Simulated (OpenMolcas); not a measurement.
**How methods differ on SiH4 (silane)**

SiH4: 5 atoms, total charge 0, spin state singlet. SMILES: `[SiH4]`. The shape is that of a PBE0-D4/def2-TZVP optimisation.

```xyz
5

Si    0.0000    0.0000   -0.0001
H     0.9676   -0.6884    0.8909
H    -1.3310    0.0449    0.6560
H    -0.1051   -0.7403   -1.2826
H     0.4685    1.3838   -0.2642
```

Each level gives the energy change with the Si1–H3 bond stretched from 1.485 to 2.598 Å (eV). The values are calculated.

```
                     level                   kind     program  value (eV)  less FCI/STO-3G  CPU time (all runs)
    HF/STO-3G (restricted)           Hartree–Fock  OpenMolcas        6.44            +2.22                2.9 s
 SVWN5/STO-3G (restricted)                    LDA  OpenMolcas        4.80            +0.58                6.3 s
  PBE0/STO-3G (restricted)          global hybrid  OpenMolcas        5.17            +0.95                6.8 s
B2PLYP/STO-3G (restricted)          double hybrid  OpenMolcas        5.13            +0.91                6.1 s
   MP2/STO-3G (restricted)    perturbation theory  OpenMolcas        5.31            +1.09                  3 s
        CASPT2(2,2)/STO-3G         multireference  OpenMolcas        4.23            +0.01                3.1 s
  CISD/STO-3G (restricted)  coupled cluster or CI  OpenMolcas        4.54            +0.32                3.1 s
                FCI/STO-3G     exact in the basis  OpenMolcas        4.22             0.00                3.7 s
```

FCI/STO-3G is exact within its basis and frozen core, so for wave-function methods in that basis the difference is their error; functionals converge differently with the basis, so for them it is only a difference. Spin-restricted single references rise too steeply as a bond breaks, Hartree–Fock most of all. The first shape isn't each level's own minimum. The values span 4.22 to 6.44 eV. All rows use very small basis sets, so even the best lies far from the true value. Times are those of the runs behind each value, whatever else they computed, on shared processors of several kinds: orders of magnitude only.
